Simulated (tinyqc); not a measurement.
UKS/LDA (PW92) in the sto-6g basis, for CH2, spin multiplicity 3, step by step (part 2 of 2). Computed by tinyqc, a small Python program that keeps every step (integrals from PySCF). Command: `OMP_NUM_THREADS=1 python tinyqc.py 26764 26765 out.jsonl` (the two numbers bound the seeds that draw the settings). One thread of a shared host (Intel(R) Xeon(R) Processor @ 2.60GHz), about 2 s of CPU time with the checks.

Geometry (angstrom):
```
atom        x         y        z
C     0.00000   0.00000  0.00000
H     0.00000   1.01400  0.69900
H     0.00000  -1.06800  0.73600
```

## Iteration 1: diagonalisation and new density

F(alpha) (hartree):
```
           1C 1s     1C 2s    1C 2px    1C 2py    1C 2pz     2H 1s     3H 1s
1C 1s   -9.74958  -2.57051   0.00000  -0.00035  -0.00180  -0.49448  -0.42584
1C 2s   -2.57051  -1.10128   0.00000  -0.00592  -0.04378  -0.41648  -0.37475
1C 2px   0.00000   0.00000  -0.08012   0.00000   0.00000   0.00000   0.00000
1C 2py  -0.00035  -0.00592   0.00000  -0.14737  -0.00415  -0.20049   0.18608
1C 2pz  -0.00180  -0.04378   0.00000  -0.00415  -0.11202  -0.14450  -0.13485
2H 1s   -0.49448  -0.41648   0.00000  -0.20049  -0.14450  -0.25829  -0.10623
3H 1s   -0.42584  -0.37475   0.00000   0.18608  -0.13485  -0.10623  -0.23114
```

F(beta) (hartree):
```
           1C 1s     1C 2s    1C 2px    1C 2py    1C 2pz     2H 1s     3H 1s
1C 1s   -9.42773  -2.53146   0.00000  -0.00034  -0.00178  -0.48618  -0.41871
1C 2s   -2.53146  -1.03690   0.00000  -0.00575  -0.04173  -0.39350  -0.35416
1C 2px   0.00000   0.00000  -0.01732   0.00000   0.00000   0.00000   0.00000
1C 2py  -0.00034  -0.00575   0.00000  -0.08154  -0.00404  -0.18194   0.16922
1C 2pz  -0.00178  -0.04173   0.00000  -0.00404  -0.04780  -0.13137  -0.12289
2H 1s   -0.48618  -0.39350   0.00000  -0.18194  -0.13137  -0.20782  -0.10136
3H 1s   -0.41871  -0.35416   0.00000   0.16922  -0.12289  -0.10136  -0.18182
```

X:
```
               1         2         3        4         5         6        7
1C 1s   -0.30806   0.07348   0.75889  0.00000  -0.59979  -0.01490  0.18985
1C 2s    1.05422  -0.18380  -0.34013  0.00000  -0.30534  -0.02679  0.45376
1C 2px   0.00000   0.00000   0.00000  1.00000   0.00000   0.00000  0.00000
1C 2py   0.20853   0.94505  -0.00429  0.00000   0.00508   0.62489  0.03100
1C 2pz   0.53743  -0.09338   0.62749  0.00000   0.64178  -0.01517  0.22619
2H 1s   -0.90022  -0.61593  -0.17119  0.00000   0.14077   0.36861  0.39470
3H 1s   -0.55393   0.87549  -0.18398  0.00000   0.14825  -0.42121  0.34767
```

Diagonalise F' = X^T F X, C = X C', fill 5 alpha and 3 beta electrons from the bottom; D(s) = C_occ C_occ^T. Each column has its largest component positive (the first on a tie).

F' = X^T F X (alpha) (hartree):
```
          1         2         3         4         5         6         7
1   0.10394   0.06996   0.76932   0.00000  -0.60549  -0.00831   0.22279
2   0.06996   0.25070  -0.23105   0.00000   0.20030   0.03610  -0.08154
3   0.76932  -0.23105  -4.25030   0.00000   4.18923   0.13114  -2.05271
4   0.00000   0.00000   0.00000  -0.08012   0.00000   0.00000   0.00000
5  -0.60549   0.20030   4.18923   0.00000  -4.41667  -0.13966   2.19061
6  -0.00831   0.03610   0.13114   0.00000  -0.13966  -0.29602   0.07059
7   0.22279  -0.08154  -2.05271   0.00000   2.19061   0.07059  -1.57928
```

orbital energies (alpha) (hartree): MO1 -9.75468, MO2 -0.50976, MO3 -0.29350, MO4 -0.15594, MO5 -0.08012, MO6 0.23743, MO7 0.28882

coefficients C (alpha):
```
             MO1       MO2       MO3       MO4      MO5       MO6       MO7
1C 1s    0.99349  -0.22457   0.01024   0.11825  0.00000   0.12144   0.07696
1C 2s    0.02797   0.76046  -0.04724  -0.54723  0.00000  -0.68615  -0.45730
1C 2px   0.00000   0.00000   0.00000   0.00000  1.00000   0.00000   0.00000
1C 2py   0.00040   0.01853   0.57101  -0.00439  0.00000   0.49954  -0.86726
1C 2pz   0.00314   0.11124   0.00759   0.76727  0.00000  -0.63501  -0.38755
2H 1s   -0.00685   0.26182   0.42769   0.26565  0.00000   0.29144   1.05997
3H 1s   -0.00618   0.22470  -0.44581   0.28766  0.00000   1.02010  -0.23413
```

F' = X^T F X (beta) (hartree):
```
          1         2         3         4         5         6         7
1   0.18191   0.06627   0.72398   0.00000  -0.56329  -0.00591   0.21588
2   0.06627   0.31339  -0.21978   0.00000   0.18995   0.04494  -0.07895
3   0.72398  -0.21978  -4.05425   0.00000   4.07351   0.12754  -2.00336
4   0.00000   0.00000   0.00000  -0.01732   0.00000   0.00000   0.00000
5  -0.56329   0.18995   4.07351   0.00000  -4.25452  -0.13658   2.14950
6  -0.00591   0.04494   0.12754   0.00000  -0.13658  -0.23863   0.07002
7   0.21588  -0.07895  -2.00336   0.00000   2.14950   0.07002  -1.50753
```

orbital energies (beta) (hartree): MO1 -9.43526, MO2 -0.44617, MO3 -0.23728, MO4 -0.09416, MO5 -0.01732, MO6 0.30087, MO7 0.35237

coefficients C (beta):
```
             MO1       MO2       MO3       MO4      MO5       MO6       MO7
1C 1s    0.99192  -0.22446   0.00967   0.12456  0.00000   0.12529   0.08147
1C 2s    0.03446   0.73842  -0.04396  -0.56296  0.00000  -0.68848  -0.47051
1C 2px   0.00000   0.00000   0.00000   0.00000  1.00000   0.00000   0.00000
1C 2py   0.00048   0.01793   0.55546  -0.00146  0.00000   0.51529  -0.86817
1C 2pz   0.00385   0.10941   0.00564   0.76123  0.00000  -0.63603  -0.39817
2H 1s   -0.00852   0.27906   0.43703   0.26764  0.00000   0.27716   1.05506
3H 1s   -0.00768   0.24156  -0.45942   0.28769  0.00000   1.01357  -0.21882
```

D(alpha) after iteration 1:
```
           1C 1s     1C 2s   1C 2px    1C 2py    1C 2pz     2H 1s     3H 1s
1C 1s    1.05155  -0.20818  0.00000   0.00156   0.06895  -0.02981  -0.02714
1C 2s   -0.20818   0.88078  0.00000  -0.01047  -0.33555   0.03334   0.03434
1C 2px   0.00000   0.00000  1.00000   0.00000   0.00000   0.00000   0.00000
1C 2py   0.00156  -0.01047  0.00000   0.32642   0.00303   0.24790  -0.25166
1C 2pz   0.06895  -0.33555  0.00000   0.00303   0.60114   0.23617   0.24230
2H 1s   -0.02981   0.03334  0.00000   0.24790   0.23617   0.32209  -0.05537
3H 1s   -0.02714   0.03434  0.00000  -0.25166   0.24230  -0.05537   0.33202
```

D(beta) after iteration 1:
```
           1C 1s     1C 2s   1C 2px    1C 2py    1C 2pz     2H 1s     3H 1s
1C 1s    1.03437  -0.13199  0.00000   0.00183  -0.02068  -0.06686  -0.06628
1C 2s   -0.13199   0.54839  0.00000  -0.01116   0.08068   0.18656   0.19831
1C 2px   0.00000   0.00000  0.00000   0.00000   0.00000   0.00000   0.00000
1C 2py   0.00183  -0.01116  0.00000   0.30886   0.00510   0.24776  -0.25086
1C 2pz  -0.02068   0.08068  0.00000   0.00510   0.01202   0.03296   0.02381
2H 1s   -0.06686   0.18656  0.00000   0.24776   0.03296   0.26895  -0.13331
3H 1s   -0.06628   0.19831  0.00000  -0.25086   0.02381  -0.13331   0.26947
```

## Iteration 2: exchange-correlation on the grid

Becke grid with 10 radial and 86 angular points per atom, points of zero weight dropped. rho = sum D_ij phi_i phi_j; V_xc,ij = sum w v_xc phi_i phi_j; v_xc is d(rho eps)/d rho(s) for spin s.

The 16 grid points with the largest w rho, of 2576 (bohr, atomic units):
```
x                y         z        w  rho(alpha)  rho(beta)    eps_xc  v_xc(alpha)
-1.34954   0.00000  -0.54463  0.24602     0.09259    0.01205  -0.43833     -0.59942
1.34954    0.00000  -0.54463  0.24602     0.09259    0.01205  -0.43833     -0.59942
-1.34954  -0.54463   0.00000  0.24486     0.08370    0.02016  -0.42343     -0.58527
1.34954   -0.54463   0.00000  0.24486     0.08370    0.02016  -0.42343     -0.58527
-1.34954   0.54463   0.00000  0.24434     0.08352    0.02000  -0.42313     -0.58480
1.34954    0.54463   0.00000  0.24434     0.08352    0.02000  -0.42313     -0.58480
-1.01049  -1.01049  -0.27514  0.24281     0.07402    0.02979  -0.41149     -0.56854
1.01049   -1.01049  -0.27514  0.24281     0.07402    0.02979  -0.41149     -0.56854
-1.01049  -1.01049   0.27514  0.22756     0.07199    0.03795  -0.41358     -0.56737
1.01049   -1.01049   0.27514  0.22756     0.07199    0.03795  -0.41358     -0.56737
-1.45529   0.00000   0.00000  0.24032     0.08849    0.01532  -0.43110     -0.59283
1.45529    0.00000   0.00000  0.24032     0.08849    0.01532  -0.43110     -0.59283
-1.01049  -0.27514  -1.01049  0.24737     0.08949    0.01088  -0.43396     -0.59251
1.01049   -0.27514  -1.01049  0.24737     0.08949    0.01088  -0.43396     -0.59251
-1.01049   1.01049  -0.27514  0.24117     0.07357    0.02934  -0.41057     -0.56732
1.01049    1.01049  -0.27514  0.24117     0.07357    0.02934  -0.41057     -0.56732
```

electrons on the grid, sum of w rho = 8.00722

E_xc = sum of w rho eps_xc = -5.7345299 hartree

V_xc(alpha) (hartree):
```
           1C 1s     1C 2s    1C 2px    1C 2py    1C 2pz     2H 1s     3H 1s
1C 1s   -2.18089  -0.29425   0.00000   0.00004   0.00282  -0.06110  -0.05252
1C 2s   -0.29425  -0.60010   0.00000  -0.00046   0.00217  -0.21374  -0.19266
1C 2px   0.00000   0.00000  -0.60330   0.00000   0.00000   0.00000   0.00000
1C 2py   0.00004  -0.00046   0.00000  -0.59859  -0.00113  -0.17116   0.15710
1C 2pz   0.00282   0.00217   0.00000  -0.00113  -0.59502  -0.11773  -0.10802
2H 1s   -0.06110  -0.21374   0.00000  -0.17116  -0.11773  -0.45364  -0.04645
3H 1s   -0.05252  -0.19266   0.00000   0.15710  -0.10802  -0.04645  -0.44387
```

V_xc(beta) (hartree):
```
           1C 1s     1C 2s    1C 2px    1C 2py    1C 2pz     2H 1s     3H 1s
1C 1s   -2.14997  -0.27371   0.00000   0.00007  -0.00265  -0.05780  -0.04967
1C 2s   -0.27371  -0.49565   0.00000  -0.00035  -0.03585  -0.19144  -0.17265
1C 2px   0.00000   0.00000  -0.47108   0.00000   0.00000   0.00000   0.00000
1C 2py   0.00007  -0.00035   0.00000  -0.53334  -0.00164  -0.16075   0.14734
1C 2pz  -0.00265  -0.03585   0.00000  -0.00164  -0.47996  -0.11325  -0.10348
2H 1s   -0.05780  -0.19144   0.00000  -0.16075  -0.11325  -0.43364  -0.04216
3H 1s   -0.04967  -0.17265   0.00000   0.14734  -0.10348  -0.04216  -0.42347
```

## Iteration 2: building the Kohn-Sham matrix

core Hamiltonian H = T + V (hartree):
```
            1C 1s     1C 2s    1C 2px    1C 2py    1C 2pz     2H 1s     3H 1s
1C 1s   -18.77698  -4.31495   0.00000  -0.00113  -0.01511  -0.83597  -0.71947
1C 2s    -4.31495  -5.49464   0.00000  -0.00970  -0.15621  -1.97745  -1.78754
1C 2px    0.00000   0.00000  -4.44487   0.00000   0.00000   0.00000   0.00000
1C 2py   -0.00113  -0.00970   0.00000  -4.57240  -0.00508  -1.41168   1.30406
1C 2pz   -0.01511  -0.15621   0.00000  -0.00508  -4.50545  -1.00588  -0.92989
2H 1s    -0.83597  -1.97745   0.00000  -1.41168  -1.00588  -3.27191  -0.46476
3H 1s    -0.71947  -1.78754   0.00000   1.30406  -0.92989  -0.46476  -3.15034
```

nuclear repulsion = 5.2800865 hartree

Given earlier and not repeated: Two-electron integrals (ij|kl) in chemists' order.

J_ij = sum D_kl (ij|kl) with D = D(alpha) + D(beta); F = H + J + V_xc; E = tr D H + tr D J / 2 + E_xc + E_nn.

Coulomb J (hartree):
```
           1C 1s    1C 2s   1C 2px    1C 2py   1C 2pz    2H 1s     3H 1s
1C 1s   11.33395  2.05415  0.00000   0.00035  0.00906  0.40585   0.34899
1C 2s    2.05415  5.01458  0.00000   0.00256  0.10718  1.78029   1.61046
1C 2px   0.00000  0.00000  4.98262   0.00000  0.00000  0.00000   0.00000
1C 2py   0.00035  0.00256  0.00000   5.06059  0.00271  1.38819  -1.28069
1C 2pz   0.00906  0.10718  0.00000   0.00271  5.00053  0.97868   0.90221
2H 1s    0.40585  1.78029  0.00000   1.38819  0.97868  3.46754   0.40520
3H 1s    0.34899  1.61046  0.00000  -1.28069  0.90221  0.40520   3.35916
```

F(alpha) (hartree):
```
           1C 1s     1C 2s    1C 2px    1C 2py    1C 2pz     2H 1s     3H 1s
1C 1s   -9.62392  -2.55505   0.00000  -0.00074  -0.00323  -0.49122  -0.42300
1C 2s   -2.55505  -1.08016   0.00000  -0.00760  -0.04686  -0.41090  -0.36974
1C 2px   0.00000   0.00000  -0.06554   0.00000   0.00000   0.00000   0.00000
1C 2py  -0.00074  -0.00760   0.00000  -0.11040  -0.00350  -0.19465   0.18047
1C 2pz  -0.00323  -0.04686   0.00000  -0.00350  -0.09994  -0.14492  -0.13570
2H 1s   -0.49122  -0.41090   0.00000  -0.19465  -0.14492  -0.25801  -0.10601
3H 1s   -0.42300  -0.36974   0.00000   0.18047  -0.13570  -0.10601  -0.23504
```

F(beta) (hartree):
```
           1C 1s     1C 2s   1C 2px    1C 2py    1C 2pz     2H 1s     3H 1s
1C 1s   -9.59300  -2.53451  0.00000  -0.00071  -0.00869  -0.48792  -0.42016
1C 2s   -2.53451  -0.97570  0.00000  -0.00749  -0.08489  -0.38860  -0.34973
1C 2px   0.00000   0.00000  0.06667   0.00000   0.00000   0.00000   0.00000
1C 2py  -0.00071  -0.00749  0.00000  -0.04515  -0.00401  -0.18424   0.17071
1C 2pz  -0.00869  -0.08489  0.00000  -0.00401   0.01512  -0.14044  -0.13115
2H 1s   -0.48792  -0.38860  0.00000  -0.18424  -0.14044  -0.23800  -0.10172
3H 1s   -0.42016  -0.34973  0.00000   0.17071  -0.13115  -0.10172  -0.21465
```

total energy of this density = -38.5794139 hartree

## Iteration 2: diagonalisation and new density

As before.

F' = X^T F X (alpha) (hartree):
```
          1         2         3         4         5         6         7
1   0.11646   0.07087   0.74673   0.00000  -0.58669  -0.00548   0.22602
2   0.07087   0.26573  -0.22449   0.00000   0.19633   0.05850  -0.08238
3   0.74673  -0.22449  -4.17896   0.00000   4.14125   0.12984  -2.03358
4   0.00000   0.00000   0.00000  -0.06554   0.00000   0.00000   0.00000
5  -0.58669   0.19633   4.14125   0.00000  -4.35883  -0.13691   2.16719
6  -0.00548   0.05850   0.12984   0.00000  -0.13691  -0.27656   0.07094
7   0.22602  -0.08238  -2.03358   0.00000   2.16719   0.07094  -1.56399
```

orbital energies (alpha) (hartree): MO1 -9.62991, MO2 -0.49408, MO3 -0.27735, MO4 -0.14384, MO5 -0.06554, MO6 0.24389, MO7 0.30514

coefficients C (alpha):
```
             MO1       MO2       MO3       MO4      MO5       MO6       MO7
1C 1s    0.99289  -0.22119   0.00816   0.12652  0.00000   0.13084   0.06543
1C 2s    0.03050   0.73572  -0.03743  -0.57640  0.00000  -0.73104  -0.38786
1C 2px   0.00000   0.00000   0.00000   0.00000  1.00000   0.00000   0.00000
1C 2py   0.00049   0.02012   0.53077   0.00264  0.00000   0.42519  -0.93016
1C 2pz   0.00360   0.12195   0.00036   0.75602  0.00000  -0.67831  -0.32864
2H 1s   -0.00757   0.27791   0.44967   0.27347  0.00000   0.39604   1.00967
3H 1s   -0.00679   0.24187  -0.48226   0.28340  0.00000   0.97715  -0.31808
```

F' = X^T F X (beta) (hartree):
```
          1         2         3        4         5         6         7
1   0.17200   0.06966   0.74083  0.00000  -0.59285  -0.00113   0.25922
2   0.06966   0.31576  -0.22360  0.00000   0.19769   0.08606  -0.08691
3   0.74083  -0.22360  -4.10036  0.00000   4.19884   0.12968  -2.04140
4   0.00000   0.00000   0.00000  0.06667   0.00000   0.00000   0.00000
5  -0.59285   0.19769   4.19884  0.00000  -4.26604  -0.13654   2.15257
6  -0.00113   0.08606   0.12968  0.00000  -0.13654  -0.23602   0.07050
7   0.25922  -0.08691  -2.04140  0.00000   2.15257   0.07050  -1.51667
```

orbital energies (beta) (hartree): MO1 -9.59827, MO2 -0.43275, MO3 -0.24317, MO4 -0.01712, MO5 0.06667, MO6 0.29936, MO7 0.36062

coefficients C (beta):
```
             MO1       MO2       MO3       MO4      MO5       MO6       MO7
1C 1s    0.99338  -0.20157  -0.00776  -0.15698  0.00000   0.12715   0.06257
1C 2s    0.02851   0.64729   0.03478   0.70575  0.00000  -0.71044  -0.37000
1C 2px   0.00000   0.00000   0.00000   0.00000  1.00000   0.00000   0.00000
1C 2py   0.00046   0.02152  -0.48425  -0.01259  0.00000   0.42079  -0.95704
1C 2pz   0.00407   0.17032   0.00627  -0.68343  0.00000  -0.73784  -0.33768
2H 1s   -0.00717   0.33404  -0.47562  -0.29984  0.00000   0.39245   0.97405
3H 1s   -0.00643   0.28871   0.52001  -0.31113  0.00000   0.93387  -0.32360
```

D(alpha) after iteration 2:
```
           1C 1s     1C 2s   1C 2px    1C 2py    1C 2pz     2H 1s     3H 1s
1C 1s    1.05082  -0.20568  0.00000   0.00070   0.07225  -0.03072  -0.02832
1C 2s   -0.20568   0.87586  0.00000  -0.00657  -0.34596   0.02977   0.03244
1C 2px   0.00000   0.00000  1.00000   0.00000   0.00000   0.00000   0.00000
1C 2py   0.00070  -0.00657  0.00000   0.28213   0.00464   0.24498  -0.25036
1C 2pz   0.07225  -0.34596  0.00000   0.00464   0.58645   0.24077   0.24356
2H 1s   -0.03072   0.02977  0.00000   0.24498   0.24077   0.35428  -0.07209
3H 1s   -0.02832   0.03244  0.00000  -0.25036   0.24356  -0.07209   0.37144
```

D(beta) after iteration 2:
```
           1C 1s     1C 2s   1C 2px    1C 2py    1C 2pz     2H 1s     3H 1s
1C 1s    1.02750  -0.10242  0.00000  -0.00012  -0.03034  -0.07076  -0.06862
1C 2s   -0.10242   0.42100  0.00000  -0.00290   0.11058   0.19947   0.20478
1C 2px   0.00000   0.00000  0.00000   0.00000   0.00000   0.00000   0.00000
1C 2py  -0.00012  -0.00290  0.00000   0.23496   0.00063   0.23750  -0.24561
1C 2pz  -0.03034   0.11058  0.00000   0.00063   0.02906   0.05388   0.05241
2H 1s   -0.07076   0.19947  0.00000   0.23750   0.05388   0.33785  -0.15084
3H 1s   -0.06862   0.20478  0.00000  -0.24561   0.05241  -0.15084   0.35381
```

## Convergence

Stop when the energy changes by less than 1e-09 hartree and every element of the error matrix X^T (F D S - S D F) X (for each spin) is below 9e-06.

Course of the cycle:
```
iteration  E (hartree)     change  largest element of the error matrix
1          -38.6106719          -                             3.74e-01
2          -38.5794139   3.13e-02                             4.05e-02
3          -38.5820562  -2.64e-03                             4.06e-02
4          -38.5814928   5.63e-04                             3.84e-02
5          -38.5807169   7.76e-04                             4.23e-02
6          -38.5797007   1.02e-03                             4.64e-02
7          -38.5786053   1.10e-03                             4.99e-02
8          -38.5771721   1.43e-03                             5.53e-02
9          -38.5756663   1.51e-03                             5.91e-02
10         -38.5736662   2.00e-03                             6.56e-02
11         -38.5716302   2.04e-03                             6.97e-02
12         -38.5688767   2.75e-03                             7.74e-02
13         -38.5661834   2.69e-03                             8.17e-02
14         -38.5624627   3.72e-03                             9.08e-02
...                ...        ...                                  ...
49         -38.4134607  -7.06e-03                             2.23e-01
50         -38.4055242   7.94e-03                             2.41e-01
51         -38.4127678  -7.24e-03                             2.23e-01
52         -38.4049012   7.87e-03                             2.42e-01
53         -38.4122759  -7.37e-03                             2.24e-01
54         -38.4044594   7.82e-03                             2.42e-01
55         -38.4119274  -7.47e-03                             2.24e-01
56         -38.4041466   7.78e-03                             2.42e-01
57         -38.4116809  -7.53e-03                             2.24e-01
58         -38.4039255   7.76e-03                             2.42e-01
59         -38.4115067  -7.58e-03                             2.24e-01
60         -38.4037692   7.74e-03                             2.42e-01
61         -38.4113836  -7.61e-03                             2.24e-01
62         -38.4036589   7.72e-03                             2.42e-01
```

PySCF UKS in the same basis, fine grid, after a stability check = -38.5833451 hartree

Not converged within the cap of 62 iterations: the residual has stopped falling: the iteration swings between two states. Reruns (cap 100 unless said): DIIS 8: converged in 9; damping 0.5: converged in 27; level shift 0.5: converged in 20; atomic densities as start, DIIS 8: converged in 9; the original settings with a cap of 400: not converged.
